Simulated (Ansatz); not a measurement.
A run of Ansatz (development build ahead of 0.2.0) on triplet CH₄O at this shape:

```xyz
6

C    -0.3078    0.5655   -0.0325
O     0.4125   -0.6154    0.1102
H     0.2212    1.3466    0.5108
H    -0.3891    0.8801   -1.0781
H    -1.3182    0.4910    0.3832
H    -0.0173   -1.3118   -0.3593
```

Its results:

| Property | Result |
| --- | --- |
| Converged | yes |
| Reference energy | -114.70133 hartree |
| Correlation energy | -0.30022 hartree |
| Total energy | -115.00155 hartree |
| Spin squared of the determinant | 2.009 |
| Stability test | minimum |

Forces (eV/Å):
```
atom      Fx      Fy      Fz
  C1   0.175   2.356   0.725
  O2   3.989   5.501   4.104
  H3   0.208   0.018   0.151
  H4  -0.106  -0.698  -0.459
  H5  -0.271  -0.765  -0.173
  H6  -3.995  -6.412  -4.347
```

Task: Which input gives this output? Name the method, the orbitals and the basis set, and write the input.

Result: UHF-MP2 in def2-SVP.

```yaml
crystal:
  periodic: [false, false, false]
  atoms:
    - { symbol: C, position_ang: [-0.30778, 0.56554, -0.03253] }
    - { symbol: O, position_ang: [0.41251, -0.61543, 0.11017] }
    - { symbol: H, position_ang: [0.22123, 1.3466, 0.51082] }
    - { symbol: H, position_ang: [-0.38905, 0.88015, -1.07809] }
    - { symbol: H, position_ang: [-1.3182, 0.49105, 0.38321] }
    - { symbol: H, position_ang: [-0.01731, -1.31182, -0.35929] }
basis:
  gaussian: { orbitals: def2-SVP }
magnetization:
  spin_polarized: true
  initial_magnetization: 2
hamiltonian:
  xc: hf
correlation:
  method: mp2
  frozen_orbitals: { C: 1, H: 0, O: 1 }
output:
  forces: true
```

Caution: another spin multiplicity may lie lower.
